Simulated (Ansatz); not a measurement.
Born–Oppenheimer molecular dynamics of BH5N2 (8 atoms, charge 0, multiplicity 1). It goes on from the last frame of an earlier run, with new velocities.

Level of theory: RKS PBE0/def2-mTZVP in Ansatz.

```json
{"ensemble": "NVE (Milne-controlled integrator)", "time step": "0.5 fs", "steps asked": "250", "starting velocities drawn for": "1000 K", "seed": "615806"}
```

First frame:

```xyz
8
Properties=species:S:1:pos:R:3
B 0.087 0.089 0.076
N 0.014 -0.084 1.464
H -0.834 -0.448 1.802
H 0.867 -0.485 1.892
N 1.284 0.058 -0.704
H 2.179 -0.228 -0.362
H 1.211 0.219 -1.735
H -0.884 0.309 -0.553
```

How far do the bonds stretch over the last three quarters of this one trajectory? (Pairs bonded in most of those frames.)


```json
{"bond": "B1–N2", "mean (Å)": "1.422", "spread (Å)": "0.024", "shortest": "1.38", "longest": "1.47"}
{"bond": "B1–N5", "mean (Å)": "1.420", "spread (Å)": "0.024", "shortest": "1.38", "longest": "1.48"}
{"bond": "B1–H8", "mean (Å)": "1.212", "spread (Å)": "0.032", "shortest": "1.15", "longest": "1.27"}
{"bond": "N2–H3", "mean (Å)": "1.027", "spread (Å)": "0.072", "shortest": "0.91", "longest": "1.12"}
{"bond": "N2–H4", "mean (Å)": "1.013", "spread (Å)": "0.021", "shortest": "0.97", "longest": "1.06"}
{"bond": "N5–H6", "mean (Å)": "1.012", "spread (Å)": "0.026", "shortest": "0.96", "longest": "1.07"}
{"bond": "N5–H7", "mean (Å)": "1.015", "spread (Å)": "0.045", "shortest": "0.94", "longest": "1.09"}
```

Mean temperature of the second half: 622 K. The conserved energy stayed within 0.19 meV per atom of its start (net change -0.12 meV per atom), so the integration is sound. A run of 0.12 ps of so small a system gives no equilibrium averages.

The run took 4.1 min on 2 threads of Arm Neoverse V1, on a shared host, peak memory 0.12 GiB.
